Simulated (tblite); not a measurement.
3-pentanol, C5H12O.
Structure used (GFN2-xTB), in Å, numbered top down from 1:
```
atom  x, y, z in Å
C1     2.4924    0.4746   -0.2057
C2     1.2112   -0.2178   -0.6550
C3     0.0036    0.2181    0.1874
O4     0.1946   -0.0863    1.5521
C5    -1.2937   -0.4068   -0.3466
C6    -2.5165    0.0955    0.4122
H7     3.3496    0.0875   -0.7514
H8     2.6518    0.3149    0.8580
H9     2.4241    1.5455   -0.3811
H10    1.0141    0.0118   -1.7035
H11    1.3284   -1.3021   -0.5656
H12   -0.0821    1.3099    0.1609
H13    0.2828   -1.0431    1.6368
H14   -1.3915   -0.1693   -1.4072
H15   -1.2241   -1.4948   -0.2516
H16   -2.6537    1.1614    0.2458
H17   -2.3869   -0.0677    1.4795
H18   -3.4129   -0.4250    0.0833
```

Calculated harmonic vibrations of the isolated species, GFN2-xTB (tblite), most abundant isotopes, no scaling. Errors from tens to a few hundred cm⁻¹ against measured bands are possible. One conformer, not necessarily the lowest.

Harmonic wavenumbers (cm⁻¹): 88.5, 108.0, 177.6, 204.1, 206.8, 298.5, 333.9, 387.8, 477.3, 512.8, 812.2, 818.7, 884.1, 971.9, 1004.3, 1037.8, 1060.2, 1082.8, 1106.6, 1117.3, 1151.6, 1224.4, 1240.8, 1263.8, 1295.1, 1339.3, 1349.3, 1350.7, 1412.1, 1414.4, 1482.8, 1489.9, 1495.8, 1496.2, 1504.4, 1504.7, 2939.7, 2949.3, 2958.3, 2981.7, 2989.2, 3033.2, 3034.9, 3038.1, 3039.8, 3043.7, 3045.2, 3529.1.

A = 7295, B = 1916, C = 1673 MHz; mass 88.089 u (most abundant isotopes); point group Cs, symmetry number 1.

Q: What is the zero-point energy?

A: ½Σν̃ = 35644 cm⁻¹ = 101.91 kcal/mol.

Q: Give the ideal-gas entropy at 273.15 K and 1 bar in the rigid-rotor, harmonic-oscillator model (classical rotation).

A: Translation 38.93, rotation 26.76, vibration 18.07: S = 83.8 cal/(mol K).

Q: And Cp and H(273.15 K) − H(0)?

A: Cp = 28.64 cal/(mol K), of which vibrations give 20.69 (their classical limit is 48 R = 95.4); H(273.15 K) − H(0) = 4.97 kcal/mol without the zero-point energy, 2.80 from vibrations.

Q: Which modes carry the vibrational entropy at 273.15 K?

A: 88.5 cm⁻¹: 3.52; 108.0 cm⁻¹: 3.13; 177.6 cm⁻¹: 2.19; 204.1 cm⁻¹: 1.94; 206.8 cm⁻¹: 1.91; 298.5 cm⁻¹: 1.28 cal/(mol K); the other 42 give 4.09 together.

Q: What must be added to the electronic energy to get the Gibbs energy at 273.15 K and 1 bar?

A: ZPE + [H(273.15 K) − H(0)] − T·S = 101.91 + 4.97 − 22.88 = 84.00 kcal/mol.

Q: How do the functions run with temperature in this model?

A: 
```
 T (K)  S (cal/(mol K))  Cp (cal/(mol K))  H − H(0) (kcal/mol)  G − H(0) (kcal/mol)  ln q(vib)
   150             69.6              19.8                 2.00                -8.44       1.64
   250             81.3              26.8                 4.33               -16.00       3.51
298.15             86.4              30.7                 5.71               -20.04       4.41
   400             96.6              39.4                 9.28               -29.36       6.35
   600            115.5              54.3                18.72               -50.60      10.23
   900            140.7              69.6                37.48               -89.13      16.01
```

q(vib) and H(0) count from the zero-point level.

Hindered rotation and anharmonicity are outside this model. Other conformers, if any are populated, would add a mixing term that is left out.
